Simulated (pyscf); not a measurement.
`[PH2][In]` [singlet] + `[OH2]` -> `[OH][In]=[PH]` + `[H][H]`, a concerted two-bond exchange (singlet surface; H–P, H–O broken, In–O, H–H formed). Structures and frequencies: ωB97X-D3(BJ)/def2-SVP in PySCF. Energies in kcal/mol from the separated reactants.

Small-basis levels: PySCF, no dispersion term, spherical d functions. 

**Question.** Quick SVWN5/6-31G*+LANL2DZ single points give ΔE‡ = 36.2 kcal/mol and ΔE = +13.8 kcal/mol. What does ωB97M-D3(BJ)/def2-TZVP give, and how far is the quick result from it?

**Answer.** ωB97M-D3(BJ)/def2-TZVP gives ΔE‡ = 61.2 kcal/mol and ΔE = +26.9 kcal/mol. SVWN5/6-31G*+LANL2DZ lies 25.1 kcal/mol under it in the barrier and 13.1 kcal/mol under it in the reaction energy, so on this step it does not hold to within 3.0 kcal/mol. ωB97M-D3(BJ)/def2-TZVP has limits of its own. On the reactant side the descent ends in a bound adduct (not fully relaxed), 8.8 kcal/mol under the separated species and 70.6 kcal/mol under the saddle at ωB97X-D3(BJ)/def2-TZVP. This is the saddle that the search found; another between the same sides may lie lower. One closed-shell reference is unstable to symmetry breaking; treat the single-reference values with care. In the def2 sets elements past Kr carry core potentials, without spin-orbit coupling.
